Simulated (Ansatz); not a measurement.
**Structure optimisation: silver, fcc**

All numbers below come from DFT, LDA (PW92), plane waves (420 eV) with PAW, scalar-relativistic (Ansatz). (PAW data from PBE, frozen cores regenerated.)

k-point mesh 13×13×13, Fermi-Dirac smearing 0.1 eV, no spin polarisation. Cell and atoms relax.

Starting structure:

```yaml
crystal:
  lattice:
    - [0.00000, 2.04310, 2.04310]
    - [2.04310, 0.00000, 2.04310]
    - [2.04310, 2.04310, 0.00000]
  atoms:
    - { symbol: Ag, position: [0.00000, 0.00000, 0.00000] }
```

Q: The pressure at the start is -7.5 GPa. By how much does the volume change?

A: From 17.06 to 15.99 Å³ per atom, -6.2 %. The final cell has a = 3.999 Å.

Q: How much energy does the relaxation gain?

A: 26.6 meV per atom.
